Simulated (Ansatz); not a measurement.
ScTlS₂ (P6₃/mmc, No. 194; cell taken from a computed entry) was calculated with PBEsol (Ansatz, an electronic-structure program, plane waves, PAW).

Numerical settings: plane-wave cutoff 520 eV, 12×12×4 k mesh (along the axes of the cell as run), Fermi–Dirac smearing 0.01 eV, scalar-relativistic PAW data made under PBE.

Cell (relaxed with PBEsol):

```
ScTlS2
1.0
    3.72800     0.00000     0.00000
   -1.86400     3.22854     0.00000
    0.00000     0.00000    14.73598
Sc Tl S
2 2 4
Direct
  0.00000   0.00000   0.50000
  0.00000   0.00000   0.00000
  0.66667   0.33333   0.75000
  0.33333   0.66667   0.25000
  0.33333   0.66667   0.90390
  0.66667   0.33333   0.09610
  0.66667   0.33333   0.40390
  0.33333   0.66667   0.59610
```

### Question
Predict the band gap and smallest direct gap on the k points sampled.

### Answer

- band gap: 0.76 eV
- smallest direct gap on the k points sampled: 1.52 eV

Note: this cell isn't known to be the ambient phase, and symmetry holds it in the calculation.

Spin–orbit coupling is not included; with these elements it can move the gap by several tenths of an eV or more.

The computed numbers hold no vibrational or temperature effects.
